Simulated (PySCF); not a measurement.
Start geometry of `O=P(O)(O)O` from GFN2-xTB (Å):
```
atom  x, y, z in Å
O1     0.5886   -0.2246    1.6218
P2     0.0090   -0.1059    0.2910
O3    -0.5415    1.3492   -0.0886
O4     1.0360   -0.4315   -0.9011
O5    -1.2315   -1.0293   -0.0250
H6    -0.1616    1.9936    0.5044
H7     1.8752   -0.6829   -0.5216
H8    -1.5651   -0.8591   -0.9054
```

Q: What comes out of this run: PySCF, PBE0-D3(BJ)/def2-SVP geometry optimisation, gas phase?

A: 
```
atom  x, y, z in Å
O1     0.3732   -0.0320    1.6077
P2    -0.1128   -0.0413    0.2208
O3    -0.8219    1.2817   -0.3558
O4     1.0405   -0.2964   -0.8840
O5    -1.2420   -1.1318   -0.0799
H6    -0.3451    2.0844   -0.1095
H7     1.7903   -0.7452   -0.4717
H8    -1.5960   -1.0800   -0.9765
```

The energy falls by 1.4 kcal/mol over 17 energy and gradient evaluations, the largest force component goes from 0.0204 to 1.1e-04 Eh/bohr, and the atoms move by 0.127 Å rms after alignment. The bond that changes most is P2–O5 (phosphoryl phosphorus to hydroxyl oxygen), which lengthens by 0.020 Å. Bonds longer at the end by more than 0.005 Å: 7 of 7; shorter: 0. Among the angles that change most is O1–P2–O3, from 115.3° to 118.6°. Among the dihedrals that turn most is O1–P2–O3–H6, from 18° to 44°. Rotational constants go from 4637, 4517, 4364 to 4598, 4392, 4303 MHz. The orientation of the end geometry is arbitrary; only internal coordinates are fixed.

The run used 89 basis functions and 109 SCF cycles in all.

PBE0-D3(BJ)/def2-SVP frequencies: not computed here. One conformer, not necessarily the lowest.
